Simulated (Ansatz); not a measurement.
# SiNHCl+ (triplet): the correlation ladder, cc-pVDZ

One table from this session's results is given with a row withheld; the runs are named, their logs left out.

Program: Ansatz 0.2.0, Gaussian basis. Level of theory: cc-pVDZ, core rule «outside noble gas», up to 11 orbitals frozen. These are calculated values, not measurements.

Plan: UHF; CCSD(T) on ROHF; CCSD(T) on UHF; BCCD(T) on ROHF; CISD as a restricted active space (open shells left free, so some higher excitations enter); CCSDT(Q) on ROHF; CCSDT(Q) on UHF.

5 further runs of the same task are left out: 5 set aside as unsound or not needed. Runs told in other sessions of the task aren't counted.

### The geometry

The geometry is a PBE0/def2-TZVP stationary point (not a proven minimum) of the parent state, kept for this charge and spin.

4 atoms, charge 1, spin multiplicity 3.

Atoms are counted from 1 here; the program's logs count them from 0.

Bond lengths: Cl1–Si2 2.055 Å, Si2–N3 1.806 Å, N3–H4 1.027 Å. Angles: Cl1–Si2–N3 109.9°, Si2–N3–H4 110.5°.

As a file:

```
Cl   -0.0141   -0.2280    1.2712
Si   -0.0158    0.6362   -0.5928
N     0.1242   -0.6398   -1.8635
H    -0.7896   -0.8163   -2.2979
```

Set-up of the first run:

in.yaml

```yaml
crystal:
  periodic: [false, false, false]
  atoms:
    - {symbol: Cl, position_ang: [-0.014126, -0.228022, 1.271187]}
    - {symbol: Si, position_ang: [-0.015774, 0.636198, -0.592810]}
    - {symbol: N, position_ang: [0.124203, -0.639770, -1.863528]}
    - {symbol: H, position_ang: [-0.789591, -0.816306, -2.297892]}
basis:
  gaussian: {orbitals: cc-pVDZ}
total_charge: 1
magnetization: {spin_polarized: true, initial_magnetization: 2}
hamiltonian: {xc: hf}
output: {orbitals: {seedname: orbitals}}
```

Command:

```bash
$ ansatz run in.yaml --threads 1 --pin off --events-out ev --progress --plain --max-ram 4096MiB --backend cpu
```

Among the steps run: UHF; CCSD(T) on ROHF; CCSD(T) on UHF; BCCD(T) on ROHF; CISD as a restricted active space (open shells left free, so some higher excitations enter); CCSDT(Q) on ROHF; CCSDT(Q) on UHF.

One table of the session follows, with a row left open; its other results are not shown here.

| method | from UCCSDT(Q) (meV) |
| --- | --- |
| ROHF | +10533.7 |
| UHF | +10193.4 |
| RMP2 | +1426.5 |
| UMP2 | +1471.9 |
| CISD | +1546.4 |
| RCCSD | +435.9 |
| UCCSD | +413.4 |
| RCCSD(T) | +84.6 |
| UCCSD(T) | ? |
| BCCD(T) | +84.1 |
| RCCSDT | +36.9 |
| UCCSDT | +34.1 |
| RCCSDT(Q) | +8.1 |
| UCCSDT(Q) | 0 |

Estimate the missing values for UCCSD(T).

The run gave: from UCCSDT(Q) (meV): +86.1. In the column «from UCCSDT(Q) (meV)» it lies between RCCSD(T) (+84.6) and UCCSD (+413.4).

Limits of these values: Restricted and unrestricted rows rest on different reference determinants; a gap between their highest levels can come from leftover correlation error, from unlike frozen cores or from another state.
